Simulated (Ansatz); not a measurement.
Interaction energy ladder

The pair of NH₃ (SMILES N, atoms 1–4) and CH₆Si (SMILES C[SiH3], atoms 5–12), both closed shells, in one local arrangement (a lower one may exist), relaxed at PBE0-D4/def2-TZVP:

N1  (-0.314, 0.491, -2.058)
H2  (-1.129, 1.066, -1.877)
H3  (0.468, 1.120, -2.192)
H4  (-0.472, 0.016, -2.938)
C5  (0.317, -1.299, 0.921)
Si6  (0.061, 0.508, 1.312)
H7  (-0.418, -1.918, 1.440)
H8  (1.313, -1.627, 1.225)
H9  (0.207, -1.444, -0.155)
H10  (-1.299, 0.968, 0.921)
H11  (1.063, 1.368, 0.625)
H12  (0.203, 0.752, 2.777)
(Å)

Computed with Ansatz 0.2.0 (basis: def2-TZVPPD, with def2-QZVPPD for the basis limit); correlated methods freeze the cores. B3LYP uses VWN-RPA correlation. Extrapolation: Hartree–Fock as exp(−7.88 √X), correlation as X^−2.97. Interaction energies count from these two fragments, frozen as in the pair, with the counterpoise correction; negative means bound.

Task: What is the interaction energy by CCSD(T) at an estimated basis limit (MP2 extrapolated from triple and quadruple zeta, plus CCSD(T) − MP2 in triple zeta)? (Judge from chemistry; the value comes from the calculation.)

Result: Computed: -10.1 kJ/mol. Hartree–Fock alone gives -0.7 kJ/mol at the basis limit. It counts from the two fragments frozen as in the pair.

The same quantity by other methods in triple zeta, and each one's difference from that estimate:
| method | E_int (kJ/mol) | difference |
| --- | --- | --- |
| PBE-D4 | -11.0 | -0.9 |
| revPBE-D4 | -9.4 | 0.7 |
| BLYP-D4 | -9.2 | 0.9 |
| r2SCAN-D4 | -9.9 | 0.2 |
| B97M-V | -11.2 | -1.2 |
| PBE0-D4 | -10.5 | -0.5 |
| B3LYP-D4 | -9.9 | 0.2 |
| HSE06-D4 | -10.4 | -0.4 |
| wB97X-V | -10.1 | 0.0 |
| wB97M-V | -10.6 | -0.5 |
| B2PLYP | -5.4 | 4.7 |
| HF | -0.7 | 9.4 |
| MP2 | -8.8 | 1.2 |
| CCSD | -7.7 | 2.4 |
| CCSD(T) | -9.0 | 1.1 |
Differences are method less estimate.

Basis-set superposition shift (counterpoise-corrected less uncorrected): CCSD(T) 1.8; MP2 1.8; HF 0.4; PBE0-D4 0.5; wB97M-V 0.6 kJ/mol.

No T1 diagnostic of these runs exceeds 0.010.

For scale, one of the runs: CCSD(T)/def2-TZVPPD, 275 basis functions, launched by `ansatz run in.yaml --threads 4 --pin off --events-out ev --progress --plain --max-ram 9574MiB`. Hardware: 4 CPU threads of an AMD EPYC 9R45, shared host. Wall time 31 s; peak host memory 7.3 GiB.
